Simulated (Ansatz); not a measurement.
Reaction: NaCl (SMILES [Na][Cl]) → Na (doublet) + Cl (doublet) (the Cl-Na bond breaks)
Each species at its own B3LYP-D3(BJ)/def2-TZVP minimum (Ansatz, a quantum-chemistry and plane-wave program).

Total energies in hartree (Ansatz). Open shells are spin-unrestricted; no spin-orbit coupling. Cores are frozen in correlated methods. No relativity. Where a partner has so few electrons that a lower coupled-cluster level is exact, that level stands in.

```tsv
species	HF/def2-TZVPP	CCSD(T)/def2-TZVPP	HF/def2-QZVPP	CCSD(T)/def2-QZVPP	CCSDT(Q)/def2-QZVPP
1: NaCl (SMILES [Na][Cl])	-621.43965	-621.66502	-621.45973	-621.70896	-621.70987
2: Na (doublet)	-161.85185	-161.85185	-161.85879	-161.85879	-161.85879
3: Cl (doublet)	-459.47685	-459.66464	-459.48954	-459.69535	-459.69632
```

**Question.** Work out the bond dissociation energy (electronic) in kcal/mol: take Hartree-Fock from def2-QZVPP, extrapolate the CCSD(T) correlation energy as X^-3 (X = 3, 4), and add CCSDT(Q) - CCSD(T) in def2-QZVPP. 1 hartree = 627.51 kcal/mol.

**Answer.** 
Species 1: correlation (64·(-0.24923) - 27·(-0.22537))/37 = -0.26664; step -0.00091; E1 = -621.45973 + (-0.26664) + (-0.00091) = -621.72728
Species 2: correlation (64·(0.00000) - 27·(0.00000))/37 = 0.00000; step +0.00000; E2 = -161.85879 + (0.00000) + (+0.00000) = -161.85879
Species 3: correlation (64·(-0.20581) - 27·(-0.18779))/37 = -0.21896; step -0.00097; E3 = -459.48954 + (-0.21896) + (-0.00097) = -459.70947
-1·E1 +1·E2 +1·E3 = 0.15902 hartree = 99.8 kcal/mol.
